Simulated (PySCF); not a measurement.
# Computed NMR parameters against published values

Structure with atom numbers: `[F:1][CH2:2][C:3]([F:4])([F:5])[F:6]`. Each H is labelled by its parent atom.

Measured values that the calculation should reproduce: δ $^{19}$F F1 -241.0 ppm (measured; Wikipedia, Fluorine-19 nuclear magnetic resonance spectroscopy). Coupling constants: $^{2}J$(F1,H(C2)) 45.9 Hz, $^{3}J$(F4,H(C2)) 7.9 Hz, $^{3}J$(F4,F1) -16.1 Hz.

Theory: coordinates at the PBE0-D3(BJ)/def2-TZVP level, couplings computed with B3LYP/pcJ-2, shielding tensors at wB97X-D/pcSseg-2 (GIAO), in PySCF (no solvent model, fast rotation and ring inversion assumed for equivalent nuclei, relativity neglected, one conformer).

Q: How close does the calculation come?

A: 
Reference values: measured (Wikipedia, Fluorine-19 nuclear magnetic resonance spectroscopy).
```
atoms             quantity  reference  computed  computed, scaled
   F1  δ $^{19}$F vs CFCl3     -241.0    -251.8            -236.8
```

Computed shifts are σ(ref) − σ with the named reference compound (TMS for H and C) calculated as an isolated molecule at the same level. The measured values may be among those fitted. Shieldings were converted by a linear fit to measured shifts: $^{19}$F: δ = 164.53 − 0.938σ +8.3 on sp3 carbon (rms 3.1 ppm, 121 shifts, 5.0 ppm with the 12 outliers that the fit left out vs CFCl3, solution or neat liquid). Occasional misses reach two or three times the rms, and more in compound classes unlike the fitted ones.

Coupling constants in Hz:
```tsv
coupling	reference	computed	source
$^{2}J$(F1,H(C2))	45.9	53.5	measured; solution; Gryff-Keller and Szczecinski, RSC Adv. 2016, 6, 82783
$^{3}J$(F4,H(C2))	7.9	7.8	measured; solution; Gryff-Keller and Szczecinski, RSC Adv. 2016, 6, 82783
$^{3}J$(F4,F1)	-16.1	-23.3	measured; solution; Gryff-Keller and Szczecinski, RSC Adv. 2016, 6, 82783
```

4 of the 6 published NMR values on file for this molecule are compared. The rest: values whose atom or origin is in doubt.
